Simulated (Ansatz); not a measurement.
# P2: the cost of one run

Computed with Ansatz 0.2.0, Gaussian basis. Level: def2-QZVPP, core rule «outside noble gas», up to 10 orbitals frozen.

To be run: UHF; ROHF; CCSD(T) on UHF.

**1. The geometry**

The geometry is a PBE0/def2-TZVP stationary point (not a proven minimum).

2 atoms, charge 1, spin multiplicity 2.

Atoms are counted from 1 here; the program's logs count them from 0.

Bond lengths: P1–P2 1.966 Å.

**2. UHF**

File in.yaml:

```yaml
crystal:
  periodic: [false, false, false]
  atoms:
    - {symbol: P, position_ang: [0.000000, 0.000000, 0.000000]}
    - {symbol: P, position_ang: [0.000000, 0.000000, 1.965600]}
basis:
  gaussian: {orbitals: "def2-QZVPP.json"}
total_charge: 1
magnetization: {spin_polarized: true, initial_magnetization: 1}
hamiltonian: {xc: hf}
output: {orbitals: {seedname: orbitals}}
```

Run with:

```
$ ansatz run in.yaml --threads 1 --pin off --events-out ev --progress --plain --max-ram 2393MiB
```

Q: Estimate wall time and peak memory on 1 thread of Arm Neoverse V2, shared host.

About 19 s, with a peak of 0.31 GiB.
